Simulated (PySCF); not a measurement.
# C$_{3}$H$_{5}$N$_{3}$: calculation and literature

Geometry (Å), atoms numbered from 1 in this order:
```xyz
11

C    -1.655    0.037    0.111
N    -0.245   -0.194    0.018
C     0.757    0.712   -0.053
C     1.897   -0.053   -0.134
N     1.531   -1.347   -0.110
N     0.258   -1.422   -0.019
H    -1.882    0.666    0.973
H    -2.025    0.524   -0.794
H    -2.141   -0.930    0.225
H     0.587    1.768   -0.038
H     2.923    0.242   -0.206
```

The experiment to reproduce: δ 15N N6 -12.8; N5 -26.2; N2 -144.5 ppm (measured; solution, acetone; Solvent effects on the nitrogen NMR chemical shifts in 1-methylazoles - a theoretical study, New J. Chem. 2015 (author manuscript)).
δ 15N N6 -10.7; N5 -24.1; N2 -147.2 ppm (measured; solution, Et2O; Solvent effects on the nitrogen NMR chemical shifts in 1-methylazoles - a theoretical study, New J. Chem. 2015 (author manuscript)).
δ 15N N6 -17.2; N5 -37.8; N2 -144.0 ppm (measured; solution, EtOH; Solvent effects on the nitrogen NMR chemical shifts in 1-methylazoles - a theoretical study, New J. Chem. 2015 (author manuscript)).
δ 15N N6 -14.8; N5 -27.2; N2 -142.3 ppm (measured; solution, DMSO; Solvent effects on the nitrogen NMR chemical shifts in 1-methylazoles - a theoretical study, New J. Chem. 2015 (author manuscript)).
δ 15N N6 -12.1; N5 -25.2; N2 -144.9 ppm (measured; solution, dioxane; Solvent effects on the nitrogen NMR chemical shifts in 1-methylazoles - a theoretical study, New J. Chem. 2015 (author manuscript)).
δ 15N N6 -17.8; N5 -40.0; N2 -143.3 ppm (measured; solution, MeOH; Solvent effects on the nitrogen NMR chemical shifts in 1-methylazoles - a theoretical study, New J. Chem. 2015 (author manuscript)).

Level of theory: σ from GIAO-PBE0/pcSseg-1, geometry from GFN2-xTB, in PySCF 2.14.0 with density-fitted response routines (isolated molecule, equivalent nuclei averaged, one conformer, relativity neglected).

How close does the calculation come?

## Answers


Reference values: measured (solution, acetone; Solvent effects on the nitrogen NMR chemical shifts in 1-methylazoles - a theoretical study, New J. Chem. 2015 (author manuscript)).
```tsv
atoms	quantity	reference	computed	computed, scaled
N6	δ 15N vs neat liquid CH3NO2	-12.8	–	-21.1
N5	δ 15N vs neat liquid CH3NO2	-26.2	–	-39.7
N2	δ 15N vs neat liquid CH3NO2	-144.5	–	-157.2
```

Reference values: measured (solution, Et2O; Solvent effects on the nitrogen NMR chemical shifts in 1-methylazoles - a theoretical study, New J. Chem. 2015 (author manuscript)).
```
atoms                     quantity  reference  computed  computed, scaled
   N6  δ 15N vs neat liquid CH3NO2      -10.7         –             -21.1
   N5  δ 15N vs neat liquid CH3NO2      -24.1         –             -39.7
   N2  δ 15N vs neat liquid CH3NO2     -147.2         –            -157.2
```

Reference values: measured (solution, EtOH; Solvent effects on the nitrogen NMR chemical shifts in 1-methylazoles - a theoretical study, New J. Chem. 2015 (author manuscript)).
```
atoms                     quantity  reference  computed  computed, scaled
   N6  δ 15N vs neat liquid CH3NO2      -17.2         –             -21.1
   N5  δ 15N vs neat liquid CH3NO2      -37.8         –             -39.7
   N2  δ 15N vs neat liquid CH3NO2     -144.0         –            -157.2
```

Reference values: measured (solution, DMSO; Solvent effects on the nitrogen NMR chemical shifts in 1-methylazoles - a theoretical study, New J. Chem. 2015 (author manuscript)).
```
atoms                     quantity  reference  computed  computed, scaled
   N6  δ 15N vs neat liquid CH3NO2      -14.8         –             -21.1
   N5  δ 15N vs neat liquid CH3NO2      -27.2         –             -39.7
   N2  δ 15N vs neat liquid CH3NO2     -142.3         –            -157.2
```

Reference values: measured (solution, dioxane; Solvent effects on the nitrogen NMR chemical shifts in 1-methylazoles - a theoretical study, New J. Chem. 2015 (author manuscript)).
```json
{"atoms": "N6", "quantity": "δ 15N vs neat liquid CH3NO2", "reference": "-12.1", "computed": "–", "computed, scaled": "-21.1"}
{"atoms": "N5", "quantity": "δ 15N vs neat liquid CH3NO2", "reference": "-25.2", "computed": "–", "computed, scaled": "-39.7"}
{"atoms": "N2", "quantity": "δ 15N vs neat liquid CH3NO2", "reference": "-144.9", "computed": "–", "computed, scaled": "-157.2"}
```

Reference values: measured (solution, MeOH; Solvent effects on the nitrogen NMR chemical shifts in 1-methylazoles - a theoretical study, New J. Chem. 2015 (author manuscript)).
```csv
atoms,quantity,reference,computed,"computed, scaled"
N6,δ 15N vs neat liquid CH3NO2,-17.8,–,-21.1
N5,δ 15N vs neat liquid CH3NO2,-40.0,–,-39.7
N2,δ 15N vs neat liquid CH3NO2,-143.3,–,-157.2
```

Computed shifts are σ(ref) − σ with the named reference compound (TMS for H and C) calculated as an isolated molecule at the same level. The measured values may be among those fitted. Shieldings were converted by a linear fit to measured shifts: 15N: δ = -148.07 − 0.921σ (rms 6.3 ppm, 71 shifts vs CH3NO2, solution or neat liquid). A few per cent of atoms miss by over 2 rms, more outside the fitted compound classes.

18 of the 36 published NMR values on file for this molecule are compared. The rest: values from further sources.
